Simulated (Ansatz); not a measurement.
# AlBH (quartet): from Hartree-Fock to the top rungs at angle Al2–B1–H3 = 68.0°, 6-31G

Aim: climb from Hartree-Fock through coupled cluster and multireference methods for AlBH (quartet) at one geometry and basis, and see what each rung misses.

The runs use Ansatz 0.2.0, Gaussian basis; 6-31G, core rule «outside noble gas», up to 6 orbitals frozen.

The runs, in order: UHF; CCSD(T) on ROHF; CCSD(T) on UHF; BCCD(T) on ROHF; CISD; CCSDT(Q) on ROHF; CCSDT(Q) on UHF; CCSDTQ on ROHF; CCSDTQ on UHF; CASSCF and MRCISD+Q, 5 electrons in 5 orbitals; CASSCF and NEVPT2, 5 electrons in 5 orbitals; CASSCF and MRCISD+Q, 7 electrons in 9 orbitals; CASSCF and NEVPT2, 7 electrons in 9 orbitals; Full CI.

11 further runs of the same task are left out: 1 for a mislabelled method, 6 that didn't finish, 4 set aside as unsound or not needed.

**1. The geometry**

The geometry derives from a PBE0/def2-TZVP stationary point (not a proven minimum). One angle is set to the value named; bond lengths are kept.

3 atoms, charge 0, spin multiplicity 4.

Atoms are counted from 1 here; the program's logs count them from 0.

Bond lengths: B1–Al2 1.941 Å, B1–H3 1.185 Å, Al2–H3 1.857 Å. Angles: Al2–B1–H3 68.0°, B1–Al2–H3 36.3°, B1–H3–Al2 75.7°.

**2. UHF**

File in.yaml:

```yaml
crystal:
  periodic: [false, false, false]
  atoms:
    - {symbol: B, position_ang: [-1.144406, 0.000000, 0.737481]}
    - {symbol: Al, position_ang: [0.464591, 0.000000, -0.347801]}
    - {symbol: H, position_ang: [-0.161913, 0.000000, 1.400180]}
basis:
  gaussian: {orbitals: 6-31G}
magnetization: {spin_polarized: true, initial_magnetization: 3}
hamiltonian: {xc: hf}
output: {orbitals: {seedname: orbitals}}
```

The run is started by

```bash
$ ansatz run in.yaml --threads 1 --pin off --events-out ev --progress --plain --max-ram 2393MiB
```

Further steps of the session: CCSD(T) on ROHF; CCSD(T) on UHF; BCCD(T) on ROHF; CISD; CCSDT(Q) on ROHF; CCSDT(Q) on UHF; CCSDTQ on ROHF; CCSDTQ on UHF; CASSCF and MRCISD+Q, 5 electrons in 5 orbitals; CASSCF and NEVPT2, 5 electrons in 5 orbitals; CASSCF and MRCISD+Q, 7 electrons in 9 orbitals; CASSCF and NEVPT2, 7 electrons in 9 orbitals; Full CI.

Before running them: what should the planned runs give, taken together? Wanted: FCI below the RHF energy; RMP2 from FCI; UMP2 from FCI; RCCSD from FCI; RCCSD(T) from FCI; UCCSD(T) from FCI; RCCSDT(Q) from FCI; UCCSDT(Q) from FCI; NEVPT2 pair from FCI.

**Answer**, as computed:

| quantity | value |
| --- | --- |
| FCI below the RHF energy | -2.5111 eV |
| RMP2 from FCI | +76.9 kJ/mol |
| UMP2 from FCI | +72.6 kJ/mol |
| RCCSD from FCI | +9.2 kJ/mol |
| RCCSD(T) from FCI | +2.9 kJ/mol |
| UCCSD(T) from FCI | +2.7 kJ/mol |
| RCCSDT(Q) from FCI | +0.1 kJ/mol |
| UCCSDT(Q) from FCI | 0.0 kJ/mol |
| NEVPT2 pair from FCI | +63.4 kJ/mol |
| MRCISD+Q pair from FCI | +4.2 kJ/mol |
| NEVPT2 valence from FCI | +19.0 kJ/mol |
| levels within 1 kcal/mol (43 meV) | RCCSD(T), UCCSD(T), BCCD(T), RCCSDT, UCCSDT, RCCSDT(Q), UCCSDT(Q), RCCSDTQ, UCCSDTQ, MRCISD+Q pair, MRCISD valence, MRCISD+Q valence |
| T1 diagnostic | 0.072 |
| effectively unpaired electrons | 3.07 |

RCCSD(T) lands +2.9 kJ/mol from the yardstick (1.2 % of the correlation energy). The occupations are near whole numbers, but T1 = 0.072 shows that the orbitals relax strongly. Of the multireference levels listed MRCISD+Q valence comes nearest in total energy (+0.9 kJ/mol), which doesn't show that its space is the better one. These misses are within one basis, not against nature; the frozen cores of restricted and unrestricted runs differ, which can shift their rows.
